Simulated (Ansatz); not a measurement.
A run of Ansatz (development build ahead of 0.2.0) on doublet HF₂ at this shape:

```yaml
atoms:
  - { symbol: F, position_ang: [0.0292, 0.0557, 0.0211] }
  - { symbol: H, position_ang: [2.8946, -0.4013, 0.6189] }
  - { symbol: F, position_ang: [2.8233, 0.2815, 0.0461] }
```

Its results:

```
Converged                       : yes
Reference energy                : -199.21819 hartree
Correlation energy              : -0.33726 hartree
Total energy                    : -199.55546 hartree
Spin squared of the determinant : 0.752
Stability test                  : minimum
```

Forces (eV/Å):
```tsv
atom	Fx	Fy	Fz
F1	0.062	0.001	0.004
H2	0.124	-1.331	1.115
F3	-0.186	1.329	-1.119
```

Which input gives this output? Name the method, the orbitals and the basis set, and write the input.

UHF-MP2 in def2-SVP.

```yaml
crystal:
  periodic: [false, false, false]
  atoms:
    - { symbol: F, position_ang: [0.0292, 0.0557, 0.02109] }
    - { symbol: H, position_ang: [2.89464, -0.40135, 0.61891] }
    - { symbol: F, position_ang: [2.82333, 0.28151, 0.04608] }
basis:
  gaussian: { orbitals: def2-SVP }
magnetization:
  spin_polarized: true
  initial_magnetization: 1
hamiltonian:
  xc: hf
correlation:
  method: mp2
  frozen_orbitals: { F: 1, H: 0 }
output:
  forces: true
```
